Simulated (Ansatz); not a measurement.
# SiHCl (triplet): B2PLYP, RPA-PBE over a scan of the distance Cl1–H2 along a hydrogen transfer, cc-pVDZ

How well do these functionals follow the top wave-function level for SiHCl (triplet) over a scan of the distance Cl1–H2 along a hydrogen transfer?

Computed with Ansatz 0.2.0, Gaussian basis. Level: cc-pVDZ, all electrons in the functionals, frozen cores in the correlation of double hybrids and RPA.

The runs, in order: B2PLYP, RPA-PBE, at 1.279 Å; 1.335 Å; 1.447 Å; 1.560 Å; 1.672 Å.

**1. The system**

The geometry derives from fragments relaxed apart (PBE0/def2-TZVP) and kept rigid, so it is no stationary point. A hydrogen atom is moved between rigid fragments.

3 atoms, charge 0, spin multiplicity 3.

Atoms are counted from 1 here; the program's logs count them from 0.

Bond lengths: Cl1–H2 1.279 Å.

No dispersion term is added.

The geometry shown and the zero of energy belong to the point 1.279 Å. The yardstick, RCCSDTQ, and other wave-function levels (R restricted, U unrestricted, valence and pair active spaces) come from earlier runs.

**2. B2PLYP, 1.279 Å**

Input file in.yaml:

```yaml
crystal:
  periodic: [false, false, false]
  atoms:
    - {symbol: Cl, position_ang: [0.000000, 0.000000, -1.463600]}
    - {symbol: H, position_ang: [0.000000, 0.000000, -0.184800]}
    - {symbol: Si, position_ang: [0.000000, 0.000000, 1.648400]}
basis:
  gaussian: {orbitals: cc-pVDZ}
magnetization: {spin_polarized: true, initial_magnetization: 2}
hamiltonian: {xc: {name: B2PLYP}}
correlation: {electrons: outside_noble_gas}
```

On the command line:

```bash
ansatz run in.yaml --threads 1 --pin off --events-out ev --progress --plain --max-ram 4096MiB --backend cpu
```

What it wrote:

```text
Functional definition: B2PLYP
  name "B2PLYP"
  cite "Grimme, J. Chem. Phys. 124, 034108 (2006) doi:10.1063/1.2148954"
  cite "Becke, Phys. Rev. A 38, 3098 (1988) doi:10.1103/PhysRevA.38.3098"
  cite "Lee, Yang & Parr, Phys. Rev. B 37, 785 (1988) doi:10.1103/PhysRevB.37.785"
  parameter a = 0.53
  parameter c = 0.27
  exchange = (1 - a)*b88_x + a*exact_x
  correlation = (1 - c)*lyp_c + c*(mp2_os + mp2_ss)
427 factors; integrals over basis functions are off by at most 1.4e-3 eV
mean field evaluation 1: about -20403.1185 eV, gradient 8.2e0 eV
mean field evaluation 2: about -20403.1192 eV, gradient 8.2e0 eV
mean field evaluation 4: about -20403.7269 eV, gradient 8.0e-1 eV
mean field evaluation 8: about -20403.7379 eV, gradient 2.5e-2 eV
mean field evaluation 16: about -20403.7379 eV, gradient 6.3e-6 eV
mean field evaluation 32: about -20403.7379 eV, gradient 6.3e-2 eV
mean field -20403.73792299 eV, -749.8235385194 hartree, gradient 6.3e-6 eV, S^2 2.007437; 2 other end points of the search recorded, 0 dependent functions left out
10 core orbitals not correlated: weight in the atoms' cores, before any rotation towards them, 1.000 or more for the frozen orbitals, at most 0.000 for the correlated occupied ones
reference -20403.73803621 eV, -749.8235426805 hartree; 7, 5 occupied and 24, 26 virtual orbitals, 427 factors
second order -6.76419537 eV of doubles, -0.00000000 eV of singles
Total energy: -20405.56436896 eV, -749.8906591711 hartree
```

It took 2.5 s on 1 thread of AMD EPYC 7R13, shared host.

From the report: ⟨S²⟩ of the determinant 2.007 (pure triplet: 2.00).

**3. B2PLYP, 1.335 Å**

Input file in.yaml:

```yaml
crystal:
  periodic: [false, false, false]
  atoms:
    - {symbol: Cl, position_ang: [0.000000, 0.000000, -1.482333]}
    - {symbol: H, position_ang: [0.000000, 0.000000, -0.147333]}
    - {symbol: Si, position_ang: [0.000000, 0.000000, 1.629667]}
basis:
  gaussian: {orbitals: cc-pVDZ}
magnetization: {spin_polarized: true, initial_magnetization: 2}
hamiltonian: {xc: {name: B2PLYP}}
correlation: {electrons: outside_noble_gas}
```

The command is unchanged.

What it wrote (excerpt; [...] marks lines left out):

```text
Functional definition: B2PLYP
  name "B2PLYP"
  cite "Grimme, J. Chem. Phys. 124, 034108 (2006) doi:10.1063/1.2148954"
  cite "Becke, Phys. Rev. A 38, 3098 (1988) doi:10.1103/PhysRevA.38.3098"
  cite "Lee, Yang & Parr, Phys. Rev. B 37, 785 (1988) doi:10.1103/PhysRevB.37.785"
[...]
427 factors; integrals over basis functions are off by at most 1.4e-3 eV
[...]
mean field -20403.76216126 eV, -749.8244292596 hartree, gradient 2.7e-6 eV, S^2 2.008488; 2 other end points of the search recorded, 0 dependent functions left out
10 core orbitals not correlated: weight in the atoms' cores, before any rotation towards them, 1.000 or more for the frozen orbitals, at most 0.000 for the correlated occupied ones
reference -20403.76227463 eV, -749.8244334258 hartree; 7, 5 occupied and 24, 26 virtual orbitals, 427 factors
second order -6.81273637 eV of doubles, -0.00000000 eV of singles
Total energy: -20405.60171345 eV, -749.8920315557 hartree
```

Run time: 1.8 s. Hardware: 1 thread of AMD EPYC 7R13, shared host.

From the report: ⟨S²⟩ of the determinant 2.008 (pure triplet: 2.00).

From 1.279 Å: -0.037 eV.

**4. B2PLYP, 1.447 Å**

Input file in.yaml:

```yaml
crystal:
  periodic: [false, false, false]
  atoms:
    - {symbol: Cl, position_ang: [0.000000, 0.000000, -1.519667]}
    - {symbol: H, position_ang: [0.000000, 0.000000, -0.072667]}
    - {symbol: Si, position_ang: [0.000000, 0.000000, 1.592333]}
basis:
  gaussian: {orbitals: cc-pVDZ}
magnetization: {spin_polarized: true, initial_magnetization: 2}
hamiltonian: {xc: {name: B2PLYP}}
correlation: {electrons: outside_noble_gas}
```

Launched as before.

What it wrote (excerpt; [...] marks lines left out):

```text
Functional definition: B2PLYP
  name "B2PLYP"
  cite "Grimme, J. Chem. Phys. 124, 034108 (2006) doi:10.1063/1.2148954"
  cite "Becke, Phys. Rev. A 38, 3098 (1988) doi:10.1103/PhysRevA.38.3098"
  cite "Lee, Yang & Parr, Phys. Rev. B 37, 785 (1988) doi:10.1103/PhysRevB.37.785"
[...]
427 factors; integrals over basis functions are off by at most 1.3e-3 eV
[...]
mean field -20403.67197050 eV, -749.8211148101 hartree, gradient 3.2e-6 eV, S^2 2.011190; 2 other end points of the search recorded, 0 dependent functions left out
10 core orbitals not correlated: weight in the atoms' cores, before any rotation towards them, 1.000 or more for the frozen orbitals, at most 0.000 for the correlated occupied ones
reference -20403.67208433 eV, -749.8211189935 hartree; 7, 5 occupied and 24, 26 virtual orbitals, 427 factors
second order -6.86995876 eV of doubles, -0.00000000 eV of singles
Total energy: -20405.52697320 eV, -749.8892849021 hartree
```

Run time: 1.4 s. Hardware: 1 thread of AMD EPYC 7R13, shared host.

From the report: ⟨S²⟩ of the determinant 2.011 (pure triplet: 2.00).

From 1.279 Å: +0.037 eV.

**5. B2PLYP, 1.560 Å**

Input file in.yaml:

```yaml
crystal:
  periodic: [false, false, false]
  atoms:
    - {symbol: Cl, position_ang: [0.000000, 0.000000, -1.557333]}
    - {symbol: H, position_ang: [0.000000, 0.000000, 0.002667]}
    - {symbol: Si, position_ang: [0.000000, 0.000000, 1.554667]}
basis:
  gaussian: {orbitals: cc-pVDZ}
magnetization: {spin_polarized: true, initial_magnetization: 2}
hamiltonian: {xc: {name: B2PLYP}}
correlation: {electrons: outside_noble_gas}
```

Same command.

What it wrote (excerpt; [...] marks lines left out):

```text
Functional definition: B2PLYP
  name "B2PLYP"
  cite "Grimme, J. Chem. Phys. 124, 034108 (2006) doi:10.1063/1.2148954"
  cite "Becke, Phys. Rev. A 38, 3098 (1988) doi:10.1103/PhysRevA.38.3098"
  cite "Lee, Yang & Parr, Phys. Rev. B 37, 785 (1988) doi:10.1103/PhysRevB.37.785"
[...]
427 factors; integrals over basis functions are off by at most 1.3e-3 eV
[...]
mean field -20403.49128199 eV, -749.8144746299 hartree, gradient 3.0e-6 eV, S^2 2.012929; 2 other end points of the search recorded, 0 dependent functions left out
10 core orbitals not correlated: weight in the atoms' cores, before any rotation towards them, 1.000 or more for the frozen orbitals, at most 0.000 for the correlated occupied ones
reference -20403.49139632 eV, -749.8144788317 hartree; 7, 5 occupied and 24, 26 virtual orbitals, 427 factors
second order -6.84966359 eV of doubles, -0.00000000 eV of singles
Total energy: -20405.34080549 eV, -749.8824433651 hartree
```

Wall time 1.6 s (1 thread of AMD EPYC 7R13, shared host).

From the report: ⟨S²⟩ of the determinant 2.013 (pure triplet: 2.00).

From 1.279 Å: +0.224 eV.

**6. B2PLYP, 1.672 Å**

Input file in.yaml:

```yaml
crystal:
  periodic: [false, false, false]
  atoms:
    - {symbol: Cl, position_ang: [0.000000, 0.000000, -1.594667]}
    - {symbol: H, position_ang: [0.000000, 0.000000, 0.077333]}
    - {symbol: Si, position_ang: [0.000000, 0.000000, 1.517333]}
basis:
  gaussian: {orbitals: cc-pVDZ}
magnetization: {spin_polarized: true, initial_magnetization: 2}
hamiltonian: {xc: {name: B2PLYP}}
correlation: {electrons: outside_noble_gas}
```

The command is unchanged.

What it wrote (excerpt; [...] marks lines left out):

```text
Functional definition: B2PLYP
  name "B2PLYP"
  cite "Grimme, J. Chem. Phys. 124, 034108 (2006) doi:10.1063/1.2148954"
  cite "Becke, Phys. Rev. A 38, 3098 (1988) doi:10.1103/PhysRevA.38.3098"
  cite "Lee, Yang & Parr, Phys. Rev. B 37, 785 (1988) doi:10.1103/PhysRevB.37.785"
[...]
429 factors; integrals over basis functions are off by at most 1.1e-3 eV
[...]
mean field -20403.21808738 eV, -749.8044349131 hartree, gradient 2.6e-6 eV, S^2 2.012267; 2 other end points of the search recorded, 0 dependent functions left out
10 core orbitals not correlated: weight in the atoms' cores, before any rotation towards them, 1.000 or more for the frozen orbitals, at most 0.000 for the correlated occupied ones
reference -20403.21820190 eV, -749.8044391217 hartree; 7, 5 occupied and 24, 26 virtual orbitals, 429 factors
second order -6.75932209 eV of doubles, -0.00000000 eV of singles
Total energy: -20405.04321886 eV, -749.8715072581 hartree
```

It took 1.8 s on 1 thread of AMD EPYC 7R13, shared host.

From the report: ⟨S²⟩ of the determinant 2.012 (pure triplet: 2.00).

From 1.279 Å: +0.521 eV.

**7. RPA-PBE, 1.279 Å**

Input file in.yaml:

```yaml
crystal:
  periodic: [false, false, false]
  atoms:
    - {symbol: Cl, position_ang: [0.000000, 0.000000, -1.463600]}
    - {symbol: H, position_ang: [0.000000, 0.000000, -0.184800]}
    - {symbol: Si, position_ang: [0.000000, 0.000000, 1.648400]}
basis:
  gaussian: {orbitals: cc-pVDZ}
magnetization: {spin_polarized: true, initial_magnetization: 2}
hamiltonian: {xc: {name: PBE}}
correlation: {method: rpa, electrons: outside_noble_gas}
```

Same command.

What it wrote (excerpt; [...] marks lines left out):

```text
Functional definition: PBE
  name "PBE"
  cite "Perdew, Burke & Ernzerhof, Phys. Rev. Lett. 77, 3865 (1996) doi:10.1103/PhysRevLett.77.3865"
  parent pbe
[...]
427 factors; integrals over basis functions are off by at most 1.4e-3 eV
[...]
mean field -20403.79458863 eV, -749.8256209433 hartree, gradient 7.6e-10 eV, S^2 2.003556; 9 other end points of the search recorded, 0 dependent functions left out
10 core orbitals not correlated: weight in the atoms' cores, before any rotation towards them, 1.000 or more for the frozen orbitals, at most 0.000 for the correlated occupied ones
reference -20378.45777219 eV, -748.8945101133 hartree; 7, 5 occupied and 24, 26 virtual orbitals, 427 factors
Total energy: -20388.41337851 eV, -749.2603718975 hartree
```

Wall time 17 s (1 thread of AMD EPYC 7R13, shared host).

From the report: ⟨S²⟩ of the determinant 2.004 (pure triplet: 2.00).

**8. RPA-PBE, 1.335 Å**

Input file in.yaml:

```yaml
crystal:
  periodic: [false, false, false]
  atoms:
    - {symbol: Cl, position_ang: [0.000000, 0.000000, -1.482333]}
    - {symbol: H, position_ang: [0.000000, 0.000000, -0.147333]}
    - {symbol: Si, position_ang: [0.000000, 0.000000, 1.629667]}
basis:
  gaussian: {orbitals: cc-pVDZ}
magnetization: {spin_polarized: true, initial_magnetization: 2}
hamiltonian: {xc: {name: PBE}}
correlation: {method: rpa, electrons: outside_noble_gas}
```

Launched as before.

What it wrote (excerpt; [...] marks lines left out):

```text
Functional definition: PBE
  name "PBE"
  cite "Perdew, Burke & Ernzerhof, Phys. Rev. Lett. 77, 3865 (1996) doi:10.1103/PhysRevLett.77.3865"
  parent pbe
[...]
427 factors; integrals over basis functions are off by at most 1.4e-3 eV
[...]
mean field -20403.87133282 eV, -749.8284412403 hartree, gradient 3.8e-6 eV, S^2 2.003687; 10 other end points of the search recorded, 0 dependent functions left out
10 core orbitals not correlated: weight in the atoms' cores, before any rotation towards them, 1.000 or more for the frozen orbitals, at most 0.000 for the correlated occupied ones
reference -20378.41310055 eV, -748.8928684607 hartree; 7, 5 occupied and 24, 26 virtual orbitals, 427 factors
Total energy: -20388.43072247 eV, -749.2610092759 hartree
```

It took 12 s on 1 thread of AMD EPYC 7R13, shared host.

From the report: ⟨S²⟩ of the determinant 2.004 (pure triplet: 2.00).

From 1.279 Å: -0.017 eV.

**9. RPA-PBE, 1.447 Å**

Input file in.yaml:

```yaml
crystal:
  periodic: [false, false, false]
  atoms:
    - {symbol: Cl, position_ang: [0.000000, 0.000000, -1.519667]}
    - {symbol: H, position_ang: [0.000000, 0.000000, -0.072667]}
    - {symbol: Si, position_ang: [0.000000, 0.000000, 1.592333]}
basis:
  gaussian: {orbitals: cc-pVDZ}
magnetization: {spin_polarized: true, initial_magnetization: 2}
hamiltonian: {xc: {name: PBE}}
correlation: {method: rpa, electrons: outside_noble_gas}
```

The command is unchanged.

What it wrote (excerpt; [...] marks lines left out):

```text
Functional definition: PBE
  name "PBE"
  cite "Perdew, Burke & Ernzerhof, Phys. Rev. Lett. 77, 3865 (1996) doi:10.1103/PhysRevLett.77.3865"
  parent pbe
[...]
427 factors; integrals over basis functions are off by at most 1.3e-3 eV
[...]
mean field -20403.85543197 eV, -749.8278568950 hartree, gradient 4.1e-6 eV, S^2 2.003986; 15 other end points of the search recorded, 0 dependent functions left out
10 core orbitals not correlated: weight in the atoms' cores, before any rotation towards them, 1.000 or more for the frozen orbitals, at most 0.000 for the correlated occupied ones
reference -20378.19468872 eV, -748.8848419740 hartree; 7, 5 occupied and 24, 26 virtual orbitals, 427 factors
Total energy: -20388.32426481 eV, -749.2570970291 hartree
```

It took 6.5 s on 1 thread of AMD EPYC 7R13, shared host.

From the report: ⟨S²⟩ of the determinant 2.004 (pure triplet: 2.00).

From 1.279 Å: +0.089 eV.

**10. RPA-PBE, 1.560 Å**

Input file in.yaml:

```yaml
crystal:
  periodic: [false, false, false]
  atoms:
    - {symbol: Cl, position_ang: [0.000000, 0.000000, -1.557333]}
    - {symbol: H, position_ang: [0.000000, 0.000000, 0.002667]}
    - {symbol: Si, position_ang: [0.000000, 0.000000, 1.554667]}
basis:
  gaussian: {orbitals: cc-pVDZ}
magnetization: {spin_polarized: true, initial_magnetization: 2}
hamiltonian: {xc: {name: PBE}}
correlation: {method: rpa, electrons: outside_noble_gas}
```

Same command.

What it wrote (excerpt; [...] marks lines left out):

```text
Functional definition: PBE
  name "PBE"
  cite "Perdew, Burke & Ernzerhof, Phys. Rev. Lett. 77, 3865 (1996) doi:10.1103/PhysRevLett.77.3865"
  parent pbe
[...]
427 factors; integrals over basis functions are off by at most 1.3e-3 eV
[...]
mean field -20403.69215422 eV, -749.8218565484 hartree, gradient 4.0e-6 eV, S^2 2.004150; 12 other end points of the search recorded, 0 dependent functions left out
10 core orbitals not correlated: weight in the atoms' cores, before any rotation towards them, 1.000 or more for the frozen orbitals, at most 0.000 for the correlated occupied ones
reference -20377.91220759 eV, -748.8744609838 hartree; 7, 5 occupied and 24, 26 virtual orbitals, 427 factors
Total energy: -20388.12439084 eV, -749.2497517963 hartree
```

Wall time 7.1 s (1 thread of AMD EPYC 7R13, shared host).

From the report: ⟨S²⟩ of the determinant 2.004 (pure triplet: 2.00).

From 1.279 Å: +0.289 eV.

**11. RPA-PBE, 1.672 Å**

Input file in.yaml:

```yaml
crystal:
  periodic: [false, false, false]
  atoms:
    - {symbol: Cl, position_ang: [0.000000, 0.000000, -1.594667]}
    - {symbol: H, position_ang: [0.000000, 0.000000, 0.077333]}
    - {symbol: Si, position_ang: [0.000000, 0.000000, 1.517333]}
basis:
  gaussian: {orbitals: cc-pVDZ}
magnetization: {spin_polarized: true, initial_magnetization: 2}
hamiltonian: {xc: {name: PBE}}
correlation: {method: rpa, electrons: outside_noble_gas}
```

Launched as before.

What it wrote (excerpt; [...] marks lines left out):

```text
Functional definition: PBE
  name "PBE"
  cite "Perdew, Burke & Ernzerhof, Phys. Rev. Lett. 77, 3865 (1996) doi:10.1103/PhysRevLett.77.3865"
  parent pbe
[...]
429 factors; integrals over basis functions are off by at most 1.1e-3 eV
[...]
mean field -20403.38332388 eV, -749.8105072427 hartree, gradient 3.9e-6 eV, S^2 2.004047; 11 other end points of the search recorded, 0 dependent functions left out
10 core orbitals not correlated: weight in the atoms' cores, before any rotation towards them, 1.000 or more for the frozen orbitals, at most 0.000 for the correlated occupied ones
reference -20377.57198237 eV, -748.8619579376 hartree; 7, 5 occupied and 24, 26 virtual orbitals, 429 factors
Total energy: -20387.83168042 eV, -749.2389948867 hartree
```

Wall time 5.5 s (1 thread of AMD EPYC 7R13, shared host).

From the report: ⟨S²⟩ of the determinant 2.004 (pure triplet: 2.00).

From 1.279 Å: +0.582 eV.

**12. Against the wave-function levels**

The yardstick is RCCSDTQ, where the cluster series has nearly closed. It comes from earlier runs at the same points. Energies in eV, counted from 1.279 Å; blanks weren't run or aren't comparable.

| level | 1.279 Å | 1.335 Å | 1.447 Å | 1.560 Å | 1.672 Å |
| --- | --- | --- | --- | --- | --- |
| RCCSDTQ | 0.000 | -0.011 | 0.116 | 0.344 | 0.666 |
| B2PLYP | 0.000 | -0.037 | 0.037 | 0.224 | 0.521 |
| RPA-PBE | 0.000 | -0.017 | 0.089 | 0.289 | 0.582 |

Largest miss and mean time a point (RCCSDTQ took 71 s a point; shared hosts):

| level | largest miss (eV) | where | time a point |
| --- | --- | --- | --- |
| B2PLYP | -0.145 | 1.672 Å | 1.8 s |
| RPA-PBE | -0.085 | 1.672 Å | 9.5 s |

**13. Summary of results**

| quantity | value |
| --- | --- |
| span of the RCCSDTQ curve | 0.677 eV |
| largest miss, B2PLYP | -0.145 eV (1.672 Å) |
| largest miss, RPA-PBE | -0.085 eV (1.672 Å) |

In words: Of the functionals, RPA-PBE keep the smallest largest miss at the points compared (at most 0.085 eV) and B2PLYP strays most (0.145 eV, at 1.672 Å). Functionals and the yardstick converge differently with the basis, so part of each miss in cc-pVDZ is the basis.
